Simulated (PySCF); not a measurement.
Start geometry of propanoyl fluoride, `CCC(=O)F` from GFN2-xTB (Å):
```
atom  x, y, z in Å
C1    -1.0519   -0.2292    0.3663
C2     0.1244   -0.2421   -0.5893
C3     1.2320    0.5662   -0.0339
O4     1.7735    1.5738   -0.4099
F5     1.7259   -0.0115    1.1110
H6    -1.8803   -0.8071   -0.0450
H7    -1.4237    0.8130    0.4819
H8    -0.7819   -0.5887    1.3338
H9    -0.1376    0.1754   -1.5431
H10    0.4700   -1.2707   -0.6929
```

Q: What comes out of this run: PBE0-D3(BJ)/def2-SVP geometry optimisation, gas phase (PySCF)?

A: 
```
atom  x, y, z in Å
C1    -1.0520   -0.2708    0.4130
C2     0.1227   -0.2337   -0.5573
C3     1.2507    0.6365   -0.0957
O4     1.7921    1.5158   -0.6726
F5     1.6415    0.2987    1.1471
H6    -1.8375   -0.9404    0.0358
H7    -1.4946    0.7283    0.5414
H8    -0.7368   -0.6335    1.4012
H9    -0.1749    0.1246   -1.5519
H10    0.5379   -1.2488   -0.6816
```

The energy falls by 12.4 kJ/mol over 11 energy and gradient evaluations, the largest force component goes from 0.0476 to 1.9e-04 Eh/bohr, and the atoms move by 0.107 Å rms after alignment. The bond that changes most is C1–H8 (methyl carbon to methyl hydrogen), which lengthens by 0.032 Å. Bonds longer at the end by more than 0.005 Å: 6 of 9; shorter: 3. Among the angles that change most is C2–C3–O4, from 132.6° to 128.8°. Among the dihedrals that turn most is H10–C2–C3–F5, from -52° to -68°. Rotational constants go from 8708, 4017, 3171 to 8992, 3987, 3089 MHz. The orientation of the end geometry is arbitrary; only internal coordinates are fixed.

The run used 95 basis functions and 78 SCF cycles in all.

Not checked by PBE0-D3(BJ)/def2-SVP frequencies. The numbers are those of one conformer.
